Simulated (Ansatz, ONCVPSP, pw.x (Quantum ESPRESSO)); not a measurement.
tantalum: does the ONCV potential hold in the solid?

ONCVPSP 4.0.1.1 (patched build) input, shortened (lines: element, Z, core and valence counts, functional; n l f; lmax; l rc ep ncon nbas qcut; lloc lpopt rc5 dvloc0; l nproj debl; icmod fcfact rcfact), PBE, scalar-relativistic:

```
  Ta 73.00   10    4        4      upf
    1    0    2.00
    2    0    2.00
    2    1    6.00
    3    0    2.00
    3    1    6.00
    3    2   10.00
    4    0    2.00
    4    1    6.00
    4    2   10.00
    4    3   14.00
    5    0    2.00
    5    1    6.00
    5    2    3.00
    6    0    2.00
    2
    0    1.65    0.00    3    8    9.00
    1    2.15    0.00    4    7    6.80
    2    2.80    0.00    4    9    6.70
    4    5    1.60    4.00
    0    2    2.80
    1    2    1.80
    2    2    2.50
    0    0.00    0.00
```

Atomic tests: cutoffs needed: 25 Ha and 30 Ha (the cutoffs (Ha) at which the residual kinetic energy of the hardest occupied pseudo-wave falls to 1 and 0.1 mHa per electron); ghost test: no bound ghost flagged; GHOST(+) flags only above 600 eV; largest excitation error: -256 meV (all-electron minus pseudo) for 5s1 5p6 5d3 6s2, out of 4 test configurations.

Crystal test: bcc Ta in pw.x 7.5, no spin, 14³ k-points, Fermi–Dirac smearing 0.01 Ry, cutoffs 70/280 Ry. The reference is all-electron LAPW (Ansatz 0.2.0) with the same functional, mesh and smearing; V0 and B0 come from Birch–Murnaghan fits to the pressures at five volumes. Errors are pseudo minus all-electron; Δ is the rms difference of the E(V) curves that follow from these fits, minima aligned, over ±6 % about the mean V0. Mesh and smearing are coarse, so the numbers serve the comparison and aren't converged zero-temperature values; the lattice is a test structure that the element need not adopt.

| V (Å³/atom) | P all-electron (GPa) | P pseudo (GPa) |
| --- | --- | --- |
| 17.282 | 12.43 | 10.93 |
| 17.737 | 6.48 | 5.13 |
| 18.192 | 1.22 | 0.01 |
| 18.647 | -3.44 | -4.54 |
| 19.102 | -7.57 | -8.57 |

All-electron: a0 = 3.321 Å (V0 = 18.31 Å³/atom), B0 = 193.2 GPa.

Pseudopotential: mean pressure error (GPa): -1.23; a0 (Å): 3.314; a0 error (%): -0.21; B0 error (%): -0.1; Δ (meV/atom): 4.8.

Question: At the middle volume, how do free energy and pressure move when the wave cutoff is lowered (ecutrho kept at four times it)?

Answer:

```
cutoff (Ry)  shift of F (meV/atom)  shift of P (GPa)
         32                +2677.7            -87.25
         42                 +410.4            -20.20
         56                  +16.8             -1.41
```

The run at the middle volume (104 k-points, 9 iterations) took about 42 s on one core of a shared host (Neoverse-N1, 64 threads, 124 GiB, load 61).
